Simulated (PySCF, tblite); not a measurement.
# C5H9P: diradical character, part 2 of 2

tblite 0.8.0 and PySCF 2.14.0. Atoms count from 0. The steps go on from the part before.

## 8. Diradical character: PBE0/def2-SVP, geometry of multiplicity 3

Job settings and geometry (Å):

```
{"job": {"kind": "bs", "xc": "PBE0", "basis": "def2-SVP", "rks": true, "grid": 1}, "charge": 0, "high_spin_multiplicity": 3}
C      0.696216     0.297707     0.091525
P      2.264912     1.127480     0.355265
C     -0.339918     0.148262     1.163412
C     -1.658174    -0.088405     0.403091
C     -1.227505    -0.582862    -0.936032
C      0.210031    -0.287398    -1.199916
H      2.938368     0.656944    -0.812660
H      2.908387     0.185468     1.231173
H     -0.104375    -0.729205     1.801423
H     -0.380877     1.013769     1.846047
H     -2.339676    -0.781384     0.925592
H     -2.218407     0.865520     0.308163
H     -1.905665    -1.011058    -1.677048
H      0.362653     0.400639    -2.060902
H      0.785300    -1.199499    -1.482957
```

With the program's defaults for keys left out, this is: PBE0/def2-SVP high-spin, broken-symmetry and restricted single points, gas phase.

Standard output:

```text
high-spin state, multiplicity 3
final grid: 54560 points
cycle   1  E = -536.5710097980  dE = -2.330e-02  |g| = 6.831e-02  |ddm| = 5.122e-01
cycle   2  E = -536.5704805511  dE =  5.292e-04  |g| = 7.940e-02  |ddm| = 2.115e-01
cycle   3  E = -536.5739991794  dE = -3.519e-03  |g| = 1.010e-02  |ddm| = 1.083e-01
cycle   4  E = -536.5740648428  dE = -6.566e-05  |g| = 4.568e-03  |ddm| = 2.223e-02
cycle   5  E = -536.5740837983  dE = -1.896e-05  |g| = 1.678e-03  |ddm| = 9.306e-03
cycle   6  E = -536.5740858295  dE = -2.031e-06  |g| = 5.842e-04  |ddm| = 3.934e-03
cycle   7  E = -536.5740861308  dE = -3.013e-07  |g| = 1.548e-04  |ddm| = 1.453e-03
cycle   8  E = -536.5740861545  dE = -2.376e-08  |g| = 5.845e-05  |ddm| = 4.708e-04
cycle   9  E = -536.5740861581  dE = -3.598e-09  |g| = 2.048e-05  |ddm| = 1.924e-04
converged SCF energy = -536.5740861581

broken-symmetry state, M_S = 0, start: spins of the second site flipped
final grid: 54560 points
cycle   1  E = -536.5726506450  dE = -3.748e-03  |g| = 1.399e-02  |ddm| = 1.914e-01
cycle   2  E = -536.5729221364  dE = -2.715e-04  |g| = 5.100e-03  |ddm| = 3.755e-02
cycle   3  E = -536.5729655785  dE = -4.344e-05  |g| = 2.611e-03  |ddm| = 1.691e-02
cycle   4  E = -536.5729699152  dE = -4.337e-06  |g| = 9.794e-04  |ddm| = 4.560e-03
cycle   5  E = -536.5729707513  dE = -8.361e-07  |g| = 3.342e-04  |ddm| = 2.288e-03
cycle   6  E = -536.5729708270  dE = -7.573e-08  |g| = 1.241e-04  |ddm| = 6.810e-04
cycle   7  E = -536.5729708393  dE = -1.228e-08  |g| = 4.284e-05  |ddm| = 2.535e-04
cycle   8  E = -536.5729708413  dE = -2.014e-09  |g| = 1.550e-05  |ddm| = 1.272e-04
converged SCF energy = -536.5729708413

<S^2> high spin = 2.0118, broken symmetry = 1.0105
E(HS) - E(BS) = -244.78 cm-1
J_noodleman = 244.78 cm-1
J_unprojected = 122.39 cm-1
J_yamaguchi = 244.47 cm-1

restricted closed-shell singlet
final grid: 54560 points
cycle   1  E = -535.5330371369  dE =  8.241e-01  |g| = 1.767e+00  |ddm| = 3.076e+00
cycle   2  E = -528.6474339574  dE =  6.886e+00  |g| = 4.642e+00  |ddm| = 1.179e+01
cycle   3  E = -536.0490854031  dE = -7.402e+00  |g| = 1.180e+00  |ddm| = 1.103e+01
cycle   4  E = -536.4889761901  dE = -4.399e-01  |g| = 2.394e-01  |ddm| = 1.755e+00
cycle   5  E = -536.4061318075  dE =  8.284e-02  |g| = 5.396e-01  |ddm| = 1.473e+00
cycle   6  E = -536.5106812098  dE = -1.045e-01  |g| = 1.096e-01  |ddm| = 8.312e-01
cycle   7  E = -536.5110571218  dE = -3.759e-04  |g| = 1.014e-01  |ddm| = 8.202e-02
cycle   8  E = -536.5131724945  dE = -2.115e-03  |g| = 6.427e-02  |ddm| = 7.552e-02
cycle   9  E = -536.5140421688  dE = -8.697e-04  |g| = 3.766e-02  |ddm| = 4.106e-02
cycle  10  E = -536.5144972189  dE = -4.551e-04  |g| = 2.242e-03  |ddm| = 5.831e-02
cycle  11  E = -536.5144980508  dE = -8.319e-07  |g| = 1.411e-03  |ddm| = 6.231e-03
cycle  12  E = -536.5144987319  dE = -6.811e-07  |g| = 3.388e-04  |ddm| = 3.128e-03
cycle  13  E = -536.5144987664  dE = -3.450e-08  |g| = 1.199e-04  |ddm| = 5.023e-04
cycle  14  E = -536.5144987709  dE = -4.506e-09  |g| = 3.770e-05  |ddm| = 2.275e-04
converged SCF energy = -536.5144987709
```

It took 30 s on 1 thread of Intel Xeon at 2.50GHz, shared host; peak memory 0.56 GiB.

In short:

| quantity | value |
| --- | --- |
| J (Yamaguchi) | 244 cm⁻¹ |
| low less high spin, projected | 1.4 kcal/mol |
| closed shell less high spin (no spin gap: the broken-symmetry state lies far lower) | 37.4 kcal/mol |

## 9. Diradical character: CASSCF and SC-NEVPT2/def2-SVP (2,2), geometry of multiplicity 3

Settings changed since step 8:

```diff
@@ -1,2 +1,2 @@
-{"job": {"kind": "bs", "xc": "PBE0", "basis": "def2-SVP", "rks": true, "grid": 1}, "charge": 0, "high_spin_multiplicity": 3}
+{"job": {"kind": "cas", "basis": "def2-SVP", "active": "magnetic", "orbitals": "high"}, "charge": 0, "high_spin_multiplicity": 3}
 C      0.696216     0.297707     0.091525
```

With the program's defaults for keys left out, this is: CASSCF and SC-NEVPT2/def2-SVP spin states, gas phase.

Standard output:

```text
start orbitals: natural orbitals of the high-spin HF determinant (converged)
active space: 2 electrons in 2 orbitals, 26 closed; orbitals optimised for multiplicities 3
macro   0  E = -534.9716085002  dE =  0.000e+00  |g| = 2.072e-02
macro   1  E = -534.9717118648  dE = -1.034e-04  |g| = 8.833e-03
macro   2  E = -534.9717316397  dE = -1.977e-05  |g| = 3.905e-03
macro   3  E = -534.9717331847  dE = -1.545e-06  |g| = 1.145e-03
macro   4  E = -534.9717334022  dE = -2.175e-07  |g| = 3.758e-04
macro   5  E = -534.9717334425  dE = -4.033e-08  |g| = 1.929e-04
CASSCF converged, mean energy = -534.9717334425
2S+1 = 3  root 0  E(CAS) = -534.97173344  E(NEVPT2) = -535.74379406  occupations 1.000 1.000
2S+1 = 1  root 0  E(CAS) = -534.96969890  E(NEVPT2) = -535.74221668  occupations 1.029 0.971
2S+1 = 1  root 1  E(CAS) = -534.67898585  E(NEVPT2) = -535.67116703  occupations 1.982 0.018
2S+1 = 1  root 2  E(CAS) = -534.66742425  E(NEVPT2) = -535.66918526  occupations 1.982 0.018
D(spin-spin) = -0.1002 cm-1, E/D = 0.022
D(spin-orbit) = 0.0000 cm-1, D(total) = -0.1002 cm-1, E/D = 0.022
```

Run time: 11 s. Hardware: 1 thread of Intel Xeon at 2.50GHz, shared host; peak memory 0.56 GiB.

J and the spin gap of this run are not to be taken as properties: the orbitals were optimised for multiplicity 3 alone, so the other state lies too high.

## 10. Diradical character: CASSCF and SC-NEVPT2/def2-SV(P) (2,2), geometry of multiplicity 3

Settings changed since step 9:

```diff
@@ -1,2 +1,2 @@
-{"job": {"kind": "cas", "basis": "def2-SVP", "active": "magnetic", "orbitals": "high"}, "charge": 0, "high_spin_multiplicity": 3}
+{"job": {"kind": "cas", "basis": "def2-SV(P)", "active": "natural", "max": 8, "thr": 0.05, "orbitals": "high", "x2c": false}, "charge": 0, "high_spin_multiplicity": 3}
 C      0.696216     0.297707     0.091525
```

Method: CASSCF and SC-NEVPT2/def2-SV(P) spin states, gas phase.

Standard output:

```text
start orbitals: natural orbitals of the high-spin HF determinant (converged)
active space: 2 electrons in 2 orbitals, 26 closed; orbitals optimised for multiplicities 3
macro   0  E = -534.9456515638  dE =  0.000e+00  |g| = 2.059e-02
macro   1  E = -534.9457553626  dE = -1.038e-04  |g| = 8.860e-03
macro   2  E = -534.9457753735  dE = -2.001e-05  |g| = 3.880e-03
macro   3  E = -534.9457769044  dE = -1.531e-06  |g| = 1.125e-03
macro   4  E = -534.9457771212  dE = -2.168e-07  |g| = 3.788e-04
macro   5  E = -534.9457771623  dE = -4.103e-08  |g| = 1.952e-04
CASSCF converged, mean energy = -534.9457771623
2S+1 = 3  root 0  E(CAS) = -534.94577716  E(NEVPT2) = -535.65200321  occupations 1.000 1.000
2S+1 = 1  root 0  E(CAS) = -534.94374036  E(NEVPT2) = -535.65032190  occupations 1.033 0.967
2S+1 = 1  root 1  E(CAS) = -534.65319787  E(NEVPT2) = -535.57717356  occupations 1.984 0.016
2S+1 = 1  root 2  E(CAS) = -534.64096087  E(NEVPT2) = -535.57448449  occupations 1.984 0.016
D(spin-spin) = -0.1005 cm-1, E/D = 0.021
D(spin-orbit) = 0.0000 cm-1, D(total) = -0.1005 cm-1, E/D = 0.021
```

Wall time 10 s (1 thread of Intel Xeon at 2.50GHz, shared host); peak memory 0.57 GiB.

J and the spin gap of this run are not to be taken as properties: the orbitals were optimised for multiplicity 3 alone, so the other state lies too high.

## 11. The levels compared

J for H = −2J S1·S2; the gap is low spin less high spin (projected; unprojected where the broken-symmetry state collapsed; or NEVPT2):

| step | level | geometry | J (cm⁻¹) | gap (kcal/mol) | time |
| --- | --- | --- | --- | --- | --- |
| 4 | CASSCF and SC-NEVPT2/def2-SVP (2,2) | geometry of multiplicity 3 | 165 | 0.9 | 10 s |
| 6 | HF/def2-SVP | geometry of multiplicity 3 | 372 | 2.2 | 8.1 s |
| 7 | CAM-B3LYP/def2-SVP | geometry of multiplicity 3 | 245 | 1.4 | 34 s |
| 8 | PBE0/def2-SVP | geometry of multiplicity 3 | 244 | 1.4 | 30 s |

CASSCF times leave out a start SCF that an earlier step had already made.

## 12. What came out

What follows sums up all 2 parts.

| quantity | value |
| --- | --- |
| J (CASSCF) (step 4, CASSCF and SC-NEVPT2/def2-SVP (2,2), geometry of multiplicity 3) | 187 cm⁻¹ |
| J (NEVPT2) (step 4, CASSCF and SC-NEVPT2/def2-SVP (2,2), geometry of multiplicity 3) | 165 cm⁻¹ |
| low less high spin (NEVPT2) (step 4, CASSCF and SC-NEVPT2/def2-SVP (2,2), geometry of multiplicity 3) | 0.9 kcal/mol |
| diradical index y0 (step 4, CASSCF and SC-NEVPT2/def2-SVP (2,2), geometry of multiplicity 3) | 0.97 |
| J (geometry of multiplicity 3) | 165 (CASSCF and SC-NEVPT2/def2-SVP (2,2)) to 372 cm⁻¹ (HF/def2-SVP) |

**Reading.** Step 5 is set aside for J and the spin gap: the orbitals were optimised for multiplicity 3 alone, so the other state lies too high. The levels (geometry of multiplicity 3) with a meaningful J put the high-spin state lower (ferromagnetic coupling), from 165 to 372 cm⁻¹.
